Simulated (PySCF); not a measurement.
SMILES C[C](C)C (C₄H₉), doublet (GFN2-xTB optimised geometry):

```
13

C      1.412     0.047     0.000
C     -0.073     0.047     0.000
C     -0.799    -1.192    -0.376
C     -0.799     1.342     0.000
H      1.803    -0.904     0.361
H      1.803     0.849     0.626
H      1.818     0.199    -1.010
H     -0.286    -2.076     0.001
H     -1.816    -1.182     0.015
H     -0.874    -1.303    -1.467
H     -0.288     2.076     0.623
H     -0.867     1.768    -1.010
H     -1.818     1.219     0.365
```

Computed with unrestricted PBE/def2-TZVP run with PySCF 2.14.0.

**Question.** What are the frontier orbital energies (α orbitals alone; a β orbital can be the lowest empty one) and the dipole moment?

**Answer.** HOMO-2 -8.22 eV, HOMO-1 -8.22 eV, HOMO -3.62 eV, LUMO 0.35 eV, LUMO+1 1.73 eV; dipole moment 0.16 D.

Meta-Löwdin charges at PBE/def2-TZVP: C1 -0.36, C2 0.02, C3 -0.36, C4 -0.36, H5 0.12, H6 0.12, H7 0.11, H8 0.12, H9 0.12, H10 0.11, H11 0.12, H12 0.11, H13 0.12.
